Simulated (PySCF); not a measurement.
These compounds are isomers of formula C$_{4}$H$_{7}$N.

A. N-Methyl Propargyl Amine (C#CCNC)
B. SMILES C=C/N=C\C
C. 1-ethenylaziridine (SMILES C=CN1CC1)
D. SMILES C1[C@H](N)C=C1

Spectrum 1. ¹H NMR (500 MHz, computed): δ 7.54 (qd, J = 6.1, 2.7 Hz, 1H), 7.05 (d of d of quint, J = 16.7, 10.0, 2.4 Hz, 1H), 4.42 (dd, J = 10.0, 1.3 Hz, 1H), 4.20 (dd, J = 16.7, 1.3 Hz, 1H), 1.97 (dd, J = 6.1, 2.3 Hz, 3H). ¹³C{¹H} NMR (computed): δ 163.9 (CH), 151.4 (CH), 99.8 (CH2), 18.7 (CH3).

Spectrum 2. ¹H NMR (500 MHz, computed): δ 3.15 (d, J = 3.9 Hz, 2H), 2.36 (s, 3H), 2.00 (t, J = 3.9 Hz, 1H), -0.39 (br s, 1H). ¹³C{¹H} NMR (computed): δ 85.6 (C), 76.4 (CH), 42.5 (CH2), 37.8 (CH3).

Spectrum 3. ¹H NMR (500 MHz, computed): δ 6.35 (dt, J = 3.3, 1.8 Hz, 1H), 6.27 (dt, J = 3.3, 1.5 Hz, 1H), 3.80 (dt, J = 4.1, 1.7 Hz, 1H), 2.87 (ddd, J = 15.3, 4.1, 1.5 Hz, 1H), 1.82 (dq, J = 15.3, 1.7 Hz, 1H), 0.51 (br s, 2H). ¹³C{¹H} NMR (computed): δ 151.1 (CH), 145.1 (CH), 58.1 (CH), 48.0 (CH2).

Spectrum 4. ¹H NMR (500 MHz, computed): δ 6.39 (dd, J = 16.1, 9.0 Hz, 1H), 4.43 (d, J = 16.1 Hz, 1H), 4.42 (d, J = 9.0 Hz, 1H), 1.57 (s, 4H). ¹³C{¹H} NMR (computed): δ 154.2 (CH), 99.1 (CH2), 26.0 (CH2).

Isolated molecule, one conformer, non-relativistic, one averaged value for each set of equivalent atoms. Geometry: PBE0-D3(BJ)/def2-SVP; σ from GIAO-PBE0/pcSseg-1; spin–spin couplings from B3LYP/pcJ-1 (spin–dipole term left out of most H,H and C,H couplings); PySCF 2.14.0 with density-fitted response routines.

Referencing at the same level of theory: ¹H, ¹³C vs TMS. Multiplet labels drop J under 1 Hz and among equivalent protons, and merge close values. Unscaled 3J(H,H) run several per cent high. Shifts are as computed. Against solution values, carbons near 30 ppm lie about +2 ppm off and those near 130 ppm about +5 ppm. Of 1211 compounds with measured shifts, 218 miss one by over three times the rms of a fit or turn the order of signals round; such compounds aren't used in these exercises. OH and NH positions are gas-phase values without hydrogen bonding to other molecules.

Which spectrum belongs to which compound?

Results:

1–B, 2–A, 3–D, 4–C.

- Spectrum 1 (B): 4 ¹³C signals; δC 151.4 is an alkene CH; δC 18.7 is a methyl carbon.
- Spectrum 2 (A): 4 ¹³C signals; δC 85.6 is an alkyne carbon; δC 76.4 is a terminal alkyne carbon.
- Spectrum 3 (D): 4 ¹³C signals; δC 151.1 is an alkene CH; δC 145.1 is an alkene CH.
- Spectrum 4 (C): 3 ¹³C signals; δC 154.2 is an alkene carbon bearing nitrogen; δC 99.1 is a β carbon of an enol-ether or enamine type C=C.
